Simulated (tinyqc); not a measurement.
Inside a calculation (part 1 of 2). Method: UHF in the sto-3g basis, for OH+, spin multiplicity 3. Computed by tinyqc, a small Python program that keeps every step (integrals from PySCF). Settings: charge = 1, multiplicity = 3, basis = sto-3g, energy threshold = 1e-10, iteration cap = 87, orthogonalisation = symmetric, start = core, DIIS depth = 3, damping = 0.5, method = UHF. Command: `OMP_NUM_THREADS=1 python tinyqc.py 27849 27850 out.jsonl` (the two numbers bound the seeds that draw the settings). One thread of a shared host (Intel(R) Xeon(R) Processor @ 2.60GHz), about 0.2 s of CPU time with the checks. Later iterations appear only in the table of the cycle.

## One-electron integrals

Geometry (angstrom):
```
atom         x         y         z
O     0.000000  0.000000  0.000000
H     0.000000  0.000000  0.993000
```

Basis sto-3g: exponents (1/bohr^2) and contraction coefficients of normalised primitives:
```
element  l (shell)    exponent  coefficient
O            s (1)  130.709320     0.154329
O            s (1)   23.808861     0.535328
O            s (1)    6.443608     0.444635
O            s (2)    5.033151    -0.099967
O            s (2)    1.169596     0.399513
O            s (2)    0.380389     0.700115
O            p (3)    5.033151     0.155916
O            p (3)    1.169596     0.607684
O            p (3)    0.380389     0.391957
H            s (1)    3.425251     0.154329
H            s (1)    0.623914     0.535328
H            s (1)    0.168855     0.444635
```

Overlap, kinetic and nuclear-attraction integrals over the contracted functions; the nuclear repulsion is the sum of Za Zb / Rab.

nuclear repulsion = 4.26326051 hartree

overlap S, lower triangle:
```
           1O 1s     1O 2s    1O 2px    1O 2py    1O 2pz     2H 1s
1O 1s   1.000000
1O 2s   0.236704  1.000000
1O 2px  0.000000  0.000000  1.000000
1O 2py  0.000000  0.000000  0.000000  1.000000
1O 2pz  0.000000  0.000000  0.000000  0.000000  1.000000
2H 1s   0.049572  0.451611  0.000000  0.000000  0.380743  1.000000
```

kinetic energy T (hartree), lower triangle:
```
            1O 1s     1O 2s    1O 2px    1O 2py    1O 2pz     2H 1s
1O 1s   29.003200
1O 2s   -0.168011  0.808128
1O 2px   0.000000  0.000000  2.528731
1O 2py   0.000000  0.000000  0.000000  2.528731
1O 2pz   0.000000  0.000000  0.000000  0.000000  2.528731
2H 1s   -0.004747  0.112093  0.000000  0.000000  0.257457  0.760032
```

nuclear attraction V (hartree), lower triangle:
```
             1O 1s      1O 2s     1O 2px     1O 2py     1O 2pz      2H 1s
1O 1s   -61.151362
1O 2s    -7.309221  -9.579206
1O 2px    0.000000   0.000000  -9.467993
1O 2py    0.000000   0.000000   0.000000  -9.467993
1O 2pz   -0.014424  -0.171753   0.000000   0.000000  -9.582997
2H 1s    -1.574170  -3.426753   0.000000   0.000000  -2.612642  -5.355202
```

core Hamiltonian H = T + V (hartree), lower triangle:
```
             1O 1s      1O 2s     1O 2px     1O 2py     1O 2pz      2H 1s
1O 1s   -32.148163
1O 2s    -7.477232  -8.771078
1O 2px    0.000000   0.000000  -6.939262
1O 2py    0.000000   0.000000   0.000000  -6.939262
1O 2pz   -0.014424  -0.171753   0.000000   0.000000  -7.054266
2H 1s    -1.578917  -3.314660   0.000000   0.000000  -2.355184  -4.595171
```

## Two-electron integrals

Functions are numbered as in S; the eight-fold symmetry (ij|kl) = (ji|kl) = (kl|ij) leaves the list below.

Two-electron integrals (ij|kl) in chemists' order, unique and non-zero (hartree):
```
(11|11) 4.785065   (21|11) 0.741380   (21|21) 0.136873   (22|11) 1.118947
(22|21) 0.256633   (22|22) 0.817206   (31|31) 0.024477   (32|31) 0.037809
(32|32) 0.180518   (33|11) 1.115814   (33|21) 0.256684   (33|22) 0.817023
(33|33) 0.880159   (41|41) 0.024477   (42|41) 0.037809   (42|42) 0.180518
(43|43) 0.047444   (44|11) 1.115814   (44|21) 0.256684   (44|22) 0.817023
(44|33) 0.785270   (44|44) 0.880159   (51|51) 0.024477   (52|51) 0.037809
(52|52) 0.180518   (53|53) 0.047444   (54|54) 0.047444   (55|11) 1.115814
(55|21) 0.256684   (55|22) 0.817023   (55|33) 0.785270   (55|44) 0.785270
(55|55) 0.880159   (61|11) 0.157607   (61|21) 0.028848   (61|22) 0.053729
(61|33) 0.053625   (61|44) 0.053625   (61|51) 0.001331   (61|52) 0.002489
(61|55) 0.053942   (61|61) 0.006159   (62|11) 0.379310   (62|21) 0.088068
(62|22) 0.310013   (62|33) 0.304781   (62|44) 0.304781   (62|51) 0.006605
(62|52) 0.050230   (62|55) 0.320184   (62|61) 0.018917   (62|62) 0.145001
(63|31) 0.009264   (63|32) 0.053752   (63|53) 0.010465   (63|63) 0.020785
(64|41) 0.009264   (64|42) 0.053752   (64|54) 0.010465   (64|64) 0.020785
(65|11) 0.271396   (65|21) 0.063834   (65|22) 0.239960   (65|33) 0.229045
(65|44) 0.229045   (65|51) 0.013465   (65|52) 0.090622   (65|55) 0.261522
(65|61) 0.014324   (65|62) 0.136326   (65|65) 0.147493   (66|11) 0.515443
(66|21) 0.121622   (66|22) 0.490567   (66|33) 0.470671   (66|44) 0.470671
(66|51) 0.011932   (66|52) 0.124644   (66|55) 0.529749   (66|61) 0.026365
(66|62) 0.287398   (66|65) 0.308531   (66|66) 0.774606
```

## Orthogonalisation

S = U s U^T; symmetric (Loewdin) form X = U s^(-1/2) U^T, so that X^T S X = 1.

eigenvalues of S: 0.393494  0.839577  1.000000  1.000000  1.131340  1.635588

X, lower triangle:
```
            1O 1s      1O 2s    1O 2px    1O 2py     1O 2pz     2H 1s
1O 1s    1.023091
1O 2s   -0.133081   1.130762
1O 2px   0.000000   0.000000  1.000000
1O 2py   0.000000   0.000000  0.000000  1.000000
1O 2pz  -0.008541   0.089837  0.000000  0.000000   1.074152
2H 1s    0.023457  -0.300422  0.000000  0.000000  -0.248803  1.179599
```

## Starting guess

The start is the orbitals of the core Hamiltonian; D(s) = C_occ C_occ^T for each spin.

D(alpha) at the start, lower triangle:
```
            1O 1s      1O 2s    1O 2px    1O 2py     1O 2pz     2H 1s
1O 1s    1.063361
1O 2s   -0.276622   1.206376
1O 2px   0.000000   0.000000  1.000000
1O 2py   0.000000   0.000000  0.000000  1.000000
1O 2pz  -0.022762   0.137295  0.000000  0.000000   1.124641
2H 1s    0.043724  -0.190985  0.000000  0.000000  -0.204243  0.060272
```

D(beta) at the start, lower triangle:
```
            1O 1s      1O 2s    1O 2px    1O 2py     1O 2pz     2H 1s
1O 1s    1.063361
1O 2s   -0.276622   1.206376
1O 2px   0.000000   0.000000  0.000000
1O 2py   0.000000   0.000000  0.000000  0.000000
1O 2pz  -0.022762   0.137295  0.000000  0.000000   1.124641
2H 1s    0.043724  -0.190985  0.000000  0.000000  -0.204243  0.060272
```

## Iteration 1: building the Fock matrix

J_ij = sum D_kl (ij|kl) with D = D(alpha) + D(beta), K_ij = sum D_kl (ik|jl) for each spin; F = H + J - K(s); E = tr D H + tr D J / 2 - 0.5 sum_s tr D(s) K(s) + E_nn.

Coulomb J (hartree), lower triangle:
```
            1O 1s      1O 2s    1O 2px    1O 2py    1O 2pz     2H 1s
1O 1s   16.375528
1O 2s    3.035453   7.174863
1O 2px   0.000000   0.000000  7.138162
1O 2py   0.000000   0.000000  0.000000  7.138162
1O 2pz   0.004160  -0.001254  0.000000  0.000000  7.225582
2H 1s    0.640831   2.629762  0.000000  0.000000  1.995439  3.971878
```

exchange K(alpha) (hartree), lower triangle:
```
           1O 1s     1O 2s    1O 2px    1O 2py    1O 2pz     2H 1s
1O 1s   4.922281
1O 2s   0.858750  1.430985
1O 2px  0.000000  0.000000  1.181102
1O 2py  0.000000  0.000000  0.000000  1.181102
1O 2pz  0.000830  0.002224  0.000000  0.000000  1.176260
2H 1s   0.190258  0.461978  0.000000  0.000000  0.260992  0.228423
```

exchange K(beta) (hartree), lower triangle:
```
           1O 1s     1O 2s    1O 2px    1O 2py    1O 2pz     2H 1s
1O 1s   4.873327
1O 2s   0.783132  1.069948
1O 2px  0.000000  0.000000  0.253499
1O 2py  0.000000  0.000000  0.000000  0.253499
1O 2pz  0.000830  0.002224  0.000000  0.000000  1.081371
2H 1s   0.171729  0.354475  0.000000  0.000000  0.240062  0.186853
```

F(alpha) (hartree), lower triangle:
```
             1O 1s      1O 2s     1O 2px     1O 2py     1O 2pz      2H 1s
1O 1s   -20.694916
1O 2s    -5.300528  -3.027201
1O 2px    0.000000   0.000000  -0.982202
1O 2py    0.000000   0.000000   0.000000  -0.982202
1O 2pz   -0.011095  -0.175231   0.000000   0.000000  -1.004944
2H 1s    -1.128344  -1.146876   0.000000   0.000000  -0.620737  -0.851716
```

F(beta) (hartree), lower triangle:
```
             1O 1s      1O 2s     1O 2px     1O 2py     1O 2pz      2H 1s
1O 1s   -20.645961
1O 2s    -5.224911  -2.666164
1O 2px    0.000000   0.000000  -0.054599
1O 2py    0.000000   0.000000   0.000000  -0.054599
1O 2pz   -0.011095  -0.175231   0.000000   0.000000  -0.910055
2H 1s    -1.109815  -1.039372   0.000000   0.000000  -0.599807  -0.810145
```

total energy of this density = -73.56298128 hartree

This density is the starting one.

## Iteration 1: diagonalisation and new density

Diagonalise F' = X^T F X, C = X C', fill 5 alpha and 3 beta electrons from the bottom; D(s) = C_occ C_occ^T; the new density keeps 0.5 of the old one (damping). Each column has its largest component positive (the first on a tie).

F' = X^T F X (alpha) (hartree), lower triangle:
```
            1          2          3          4          5          6
1  -20.319422
2   -2.671993  -2.039722
3    0.000000   0.000000  -0.982202
4    0.000000   0.000000   0.000000  -0.982202
5   -0.018908  -0.062232   0.000000   0.000000  -0.885394
6   -0.165455  -0.441985   0.000000   0.000000  -0.374472  -0.368527
```

orbital energies (alpha) (hartree): MO1 -20.704561, MO2 -1.809349, MO3 -1.005602, MO4 -0.982202, MO5 -0.982202, MO6 -0.093553

coefficients C (alpha):
```
              MO1        MO2        MO3       MO4        MO5        MO6
1O 1s    0.994018  -0.255696   0.076295  0.000000   0.000000   0.076000
1O 2s    0.025595   0.980893  -0.353882  0.000000   0.000000  -0.553732
1O 2px   0.000000   0.000000   0.000000  0.523599   0.851965   0.000000
1O 2py   0.000000   0.000000   0.000000  0.851965  -0.523599   0.000000
1O 2pz   0.003241   0.206273   0.852581  0.000000   0.000000  -0.674089
2H 1s   -0.006656   0.045753   0.259501  0.000000   0.000000   1.214365
```

F' = X^T F X (beta) (hartree), lower triangle:
```
            1          2          3          4          5          6
1  -20.282138
2   -2.643041  -1.668153
3    0.000000   0.000000  -0.054599
4    0.000000   0.000000   0.000000  -0.054599
5   -0.018091  -0.054578   0.000000   0.000000  -0.786451
6   -0.167567  -0.422769   0.000000   0.000000  -0.374483  -0.360717
```

orbital energies (beta) (hartree): MO1 -20.652676, MO2 -1.494417, MO3 -0.893855, MO4 -0.056509, MO5 -0.054599, MO6 -0.054599

coefficients C (beta):
```
              MO1        MO2        MO3        MO4        MO5       MO6
1O 1s    0.995084  -0.237401   0.105727   0.085550   0.000000  0.000000
1O 2s    0.021198   0.904129  -0.474727  -0.592784   0.000000  0.000000
1O 2px   0.000000   0.000000   0.000000   0.000000   0.945691  0.325066
1O 2py   0.000000   0.000000   0.000000   0.000000  -0.325066  0.945691
1O 2pz   0.002794   0.273708   0.814450  -0.696849   0.000000  0.000000
2H 1s   -0.005563   0.134574   0.265223   1.206514   0.000000  0.000000
```

D(alpha) after iteration 1, lower triangle:
```
            1O 1s      1O 2s    1O 2px    1O 2py    1O 2pz     2H 1s
1O 1s    1.061317
1O 2s   -0.264495   1.147207
1O 2px   0.000000   0.000000  1.000000
1O 2py   0.000000   0.000000  0.000000  1.000000
1O 2pz  -0.003618   0.018998  0.000000  0.000000  0.947048
2H 1s    0.022603  -0.119055  0.000000  0.000000  0.013209  0.064875
```

D(beta) after iteration 1, lower triangle:
```
            1O 1s      1O 2s    1O 2px    1O 2py    1O 2pz     2H 1s
1O 1s    1.060546
1O 2s   -0.260180   1.124820
1O 2px   0.000000   0.000000  0.000000
1O 2py   0.000000   0.000000  0.000000  0.000000
1O 2pz   0.000574  -0.000910  0.000000  0.000000  0.931447
2H 1s    0.017141  -0.097669  0.000000  0.000000  0.024293  0.074378
```

Within a degenerate level the vectors are fixed only up to a rotation; this is one choice.

## Iteration 2: building the Fock matrix

As before.

Coulomb J (hartree), lower triangle:
```
            1O 1s     1O 2s    1O 2px    1O 2py    1O 2pz     2H 1s
1O 1s   16.185488
1O 2s    2.993949  7.086693
1O 2px   0.000000  0.000000  7.049982
1O 2py   0.000000  0.000000  0.000000  7.049982
1O 2pz   0.001133  0.008880  0.000000  0.000000  7.137353
2H 1s    0.631922  2.618491  0.000000  0.000000  2.002706  4.030096
```

exchange K(alpha) (hartree), lower triangle:
```
           1O 1s      1O 2s    1O 2px    1O 2py    1O 2pz     2H 1s
1O 1s   4.916138
1O 2s   0.854209   1.419909
1O 2px  0.000000   0.000000  1.174851
1O 2py  0.000000   0.000000  0.000000  1.174851
1O 2pz  0.001557  -0.000800  0.000000  0.000000  1.137020
2H 1s   0.189095   0.496963  0.000000  0.000000  0.331282  0.340370
```

exchange K(beta) (hartree), lower triangle:
```
           1O 1s      1O 2s    1O 2px    1O 2py    1O 2pz     2H 1s
1O 1s   4.866043
1O 2s   0.778186   1.054659
1O 2px  0.000000   0.000000  0.245400
1O 2py  0.000000   0.000000  0.000000  0.245400
1O 2pz  0.001287  -0.007755  0.000000  0.000000  1.035593
2H 1s   0.170463   0.394644  0.000000  0.000000  0.313165  0.314307
```

F(alpha) (hartree), lower triangle:
```
             1O 1s      1O 2s     1O 2px     1O 2py     1O 2pz      2H 1s
1O 1s   -20.878812
1O 2s    -5.337491  -3.104295
1O 2px    0.000000   0.000000  -1.064130
1O 2py    0.000000   0.000000   0.000000  -1.064130
1O 2pz   -0.014849  -0.162073   0.000000   0.000000  -1.053933
2H 1s    -1.136091  -1.193132   0.000000   0.000000  -0.683760  -0.905444
```

F(beta) (hartree), lower triangle:
```
             1O 1s      1O 2s     1O 2px     1O 2py     1O 2pz      2H 1s
1O 1s   -20.828717
1O 2s    -5.261469  -2.739044
1O 2px    0.000000   0.000000  -0.134680
1O 2py    0.000000   0.000000   0.000000  -0.134680
1O 2pz   -0.014578  -0.155118   0.000000   0.000000  -0.952506
2H 1s    -1.117458  -1.090812   0.000000   0.000000  -0.665644  -0.879381
```

total energy of this density = -73.76342244 hartree

This density is a damped mixture and is not idempotent.

## Iteration 2: DIIS over 2 matrices

error matrix X^T (FDS - SDF) X (alpha):
```
           1          2         3         4          5          6
1   0.000000   0.006214  0.000000  0.000000   0.002680  -0.056698
2  -0.006214   0.000000  0.000000  0.000000   0.015490   0.146167
3   0.000000   0.000000  0.000000  0.000000   0.000000   0.000000
4   0.000000   0.000000  0.000000  0.000000   0.000000   0.000000
5  -0.002680  -0.015490  0.000000  0.000000   0.000000   0.219949
6   0.056698  -0.146167  0.000000  0.000000  -0.219949   0.000000
```

B (overlaps of the stored error matrices):
```
               1              2
1  7.3675439e-01  4.8134490e-01
2  4.8134490e-01  3.1557402e-01
```

Minimise |sum c_i e_i|^2 with sum c_i = 1: solve [B -1; -1 0][c; lambda] = [0; -1] with B_ij = tr e_i^T e_j summed over both spins, and take F = sum c_i F_i.

DIIS coefficients: -1.849325  2.849325

extrapolated F(alpha) (hartree), lower triangle:
```
             1O 1s      1O 2s     1O 2px     1O 2py     1O 2pz      2H 1s
1O 1s   -21.218894
1O 2s    -5.405849  -3.246867
1O 2px    0.000000   0.000000  -1.215642
1O 2py    0.000000   0.000000   0.000000  -1.215642
1O 2pz   -0.021791  -0.137741   0.000000   0.000000  -1.144529
2H 1s    -1.150417  -1.278675   0.000000   0.000000  -0.800310  -1.004804
```

extrapolated F(beta) (hartree), lower triangle:
```
             1O 1s      1O 2s     1O 2px     1O 2py     1O 2pz      2H 1s
1O 1s   -21.166691
1O 2s    -5.329076  -2.873823
1O 2px    0.000000   0.000000  -0.282776
1O 2py    0.000000   0.000000   0.000000  -0.282776
1O 2pz   -0.021020  -0.117924   0.000000   0.000000  -1.031012
2H 1s    -1.131593  -1.185942   0.000000   0.000000  -0.787397  -1.007421
```

## Iteration 2: diagonalisation and new density

As before.

F' = X^T F X (alpha) (hartree), lower triangle:
```
            1          2          3          4          5          6
1  -20.843076
2   -2.694674  -2.207771
3    0.000000   0.000000  -1.215642
4    0.000000   0.000000   0.000000  -1.215642
5   -0.040397   0.041408   0.000000   0.000000  -0.948361
6   -0.156758  -0.543823   0.000000   0.000000  -0.562039  -0.405487
```

orbital energies (alpha) (hartree): MO1 -21.227560, MO2 -2.012208, MO3 -1.229266, MO4 -1.215642, MO5 -1.215642, MO6 0.064338

coefficients C (alpha):
```
              MO1        MO2        MO3       MO4        MO5        MO6
1O 1s    0.994402  -0.252656   0.074939  0.000000   0.000000   0.082234
1O 2s    0.024029   0.963415  -0.371658  0.000000   0.000000  -0.572523
1O 2px   0.000000   0.000000   0.000000  0.999844  -0.017674   0.000000
1O 2py   0.000000   0.000000   0.000000  0.017674   0.999844   0.000000
1O 2pz   0.003535   0.150350   0.802588  0.000000   0.000000  -0.746381
2H 1s   -0.006319   0.095380   0.353828  0.000000   0.000000   1.187362
```

F' = X^T F X (beta) (hartree), lower triangle:
```
            1          2          3          4          5          6
1  -20.802375
2   -2.667784  -1.810479
3    0.000000   0.000000  -0.282776
4    0.000000   0.000000   0.000000  -0.282776
5   -0.042373   0.080205   0.000000   0.000000  -0.821808
6   -0.156436  -0.541991   0.000000   0.000000  -0.574525  -0.438795
```

orbital energies (beta) (hartree): MO1 -21.172600, MO2 -1.691811, MO3 -1.129606, MO4 -0.282776, MO5 -0.282776, MO6 0.120560

coefficients C (beta):
```
              MO1        MO2        MO3       MO4        MO5        MO6
1O 1s    0.995451  -0.231748   0.106672  0.000000   0.000000   0.095079
1O 2s    0.019678   0.867880  -0.503876  0.000000   0.000000  -0.622224
1O 2px   0.000000   0.000000   0.000000  0.998707  -0.050832   0.000000
1O 2py   0.000000   0.000000   0.000000  0.050832   0.998707   0.000000
1O 2pz   0.003039   0.195449   0.758165  0.000000   0.000000  -0.781553
2H 1s   -0.005221   0.221147   0.369227  0.000000   0.000000   1.165718
```

D(alpha) after iteration 2, lower triangle:
```
            1O 1s      1O 2s    1O 2px    1O 2py    1O 2pz     2H 1s
1O 1s    1.059802
1O 2s   -0.255933   1.107041
1O 2px   0.000000   0.000000  1.000000
1O 2py   0.000000   0.000000  0.000000  1.000000
1O 2pz   0.011028  -0.067178  0.000000  0.000000  0.806906
2H 1s    0.009368  -0.079410  0.000000  0.000000  0.155753  0.099603
```

D(beta) after iteration 2, lower triangle:
```
            1O 1s      1O 2s    1O 2px    1O 2py    1O 2pz     2H 1s
1O 1s    1.058277
1O 2s   -0.247735   1.066157
1O 2px   0.000000   0.000000  0.000000
1O 2py   0.000000   0.000000  0.000000  0.000000
1O 2pz   0.019590  -0.106623  0.000000  0.000000  0.772235
2H 1s    0.000040  -0.045944  0.000000  0.000000  0.173717  0.129820
```

Within a degenerate level the vectors are fixed only up to a rotation; this is one choice.

## Iteration 3: building the Fock matrix

As before.

Coulomb J (hartree), lower triangle:
```
            1O 1s     1O 2s    1O 2px    1O 2py    1O 2pz     2H 1s
1O 1s   16.018636
1O 2s    2.957278  7.005648
1O 2px   0.000000  0.000000  6.969358
1O 2py   0.000000  0.000000  0.000000  6.969358
1O 2pz  -0.001664  0.015331  0.000000  0.000000  7.055410
2H 1s    0.624039  2.606308  0.000000  0.000000  2.006477  4.080089
```

exchange K(alpha) (hartree), lower triangle:
```
           1O 1s      1O 2s    1O 2px    1O 2py    1O 2pz     2H 1s
1O 1s   4.911364
1O 2s   0.850404   1.407580
1O 2px  0.000000   0.000000  1.169283
1O 2py  0.000000   0.000000  0.000000  1.169283
1O 2pz  0.002006  -0.008586  0.000000  0.000000  1.093540
2H 1s   0.188178   0.519463  0.000000  0.000000  0.375525  0.428063
```

exchange K(beta) (hartree), lower triangle:
```
           1O 1s      1O 2s    1O 2px    1O 2py    1O 2pz     2H 1s
1O 1s   4.860049
1O 2s   0.773821   1.036165
1O 2px  0.000000   0.000000  0.237666
1O 2py  0.000000   0.000000  0.000000  0.237666
1O 2pz  0.001472  -0.024859  0.000000  0.000000  0.981005
2H 1s   0.169349   0.419714  0.000000  0.000000  0.357898  0.418477
```

F(alpha) (hartree), lower triangle:
```
             1O 1s      1O 2s     1O 2px     1O 2py     1O 2pz      2H 1s
1O 1s   -21.040891
1O 2s    -5.370358  -3.173010
1O 2px    0.000000   0.000000  -1.139188
1O 2py    0.000000   0.000000   0.000000  -1.139188
1O 2pz   -0.018094  -0.147835   0.000000   0.000000  -1.092397
2H 1s    -1.143056  -1.227815   0.000000   0.000000  -0.724233  -0.943145
```

F(beta) (hartree), lower triangle:
```
             1O 1s      1O 2s     1O 2px     1O 2py     1O 2pz      2H 1s
1O 1s   -20.989575
1O 2s    -5.293774  -2.801595
1O 2px    0.000000   0.000000  -0.207570
1O 2py    0.000000   0.000000   0.000000  -0.207570
1O 2pz   -0.017560  -0.131563   0.000000   0.000000  -0.979862
2H 1s    -1.124227  -1.128066   0.000000   0.000000  -0.706605  -0.933559
```

total energy of this density = -73.88891337 hartree

This density is a damped mixture and is not idempotent.
